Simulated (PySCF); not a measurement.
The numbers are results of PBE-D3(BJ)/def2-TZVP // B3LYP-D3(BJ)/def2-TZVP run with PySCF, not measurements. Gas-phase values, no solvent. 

Reference species (SMILES): `[F][Ga][F]` (neutral, multiplicity 2).

- dipole moment = 2.22 D

Changed species: `[SiH3]` (radical fragment; the reference has radical fragment).

Predict the effect on the dipole moment.

the dipole moment falls by 2.19 D, to 0.03 D.
